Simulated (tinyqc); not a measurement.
Inside a calculation. Method: extended Hueckel theory, for BH3. One step of it, computed by the program tinyqc.

Problem. Mulliken analysis. P = C n C^T; charge = valence electrons (B 3, H 1) minus the sum of (P S)_ii on the atom; overlap population = 2 sum P_ij S_ij between two atoms.

coefficients:
```
             MO1        MO2        MO3        MO4        MO5        MO6        MO7
1B 2s   0.525085   0.000000  -0.000043   0.017053   0.000730   0.000000   1.553366
1B 2px  0.000000   0.000000   0.394261  -0.000001   1.336911   0.000000  -0.000804
1B 2py  0.000000   0.394245   0.000000   0.000000   0.000000   1.337545   0.000000
1B 2pz  0.000229   0.000000   0.000001   0.999801  -0.000013   0.000000  -0.032196
2H 1s   0.279889   0.000000   0.589271  -0.004548  -1.045581   0.000000  -0.816729
3H 1s   0.279971   0.510191  -0.294520  -0.004549   0.522068  -0.905612  -0.818076
4H 1s   0.279971  -0.510191  -0.294520  -0.004549   0.522068   0.905612  -0.818076
```

occupations: 2.000000  2.000000  2.000000  0.000000  0.000000  0.000000  0.000000

overlap S:
```
           1B 2s     1B 2px     1B 2py     1B 2pz      2H 1s      3H 1s      4H 1s
1B 2s   1.000000   0.000000   0.000000   0.000000   0.501122   0.501315   0.501315
1B 2px  0.000000   1.000000   0.000000   0.000000   0.539594  -0.269717  -0.269717
1B 2py  0.000000   0.000000   1.000000   0.000000   0.000000   0.467479  -0.467479
1B 2pz  0.000000   0.000000   0.000000   1.000000  -0.009743  -0.009749  -0.009749
2H 1s   0.501122   0.539594   0.000000  -0.009743   1.000000   0.100173   0.100173
3H 1s   0.501315  -0.269717   0.467479  -0.009749   0.100173   1.000000   0.100147
4H 1s   0.501315  -0.269717  -0.467479  -0.009749   0.100173   0.100147   1.000000
```

Give: charges; Overlap populations.

Solution.

charges: 1B 0.633, 2H -0.211, 3H -0.211, 4H -0.211

Overlap populations:
```
pair      value
2-1    0.795987
3-1    0.796205
3-2   -0.038142
4-1    0.796205
4-2   -0.038142
4-3   -0.038124
```
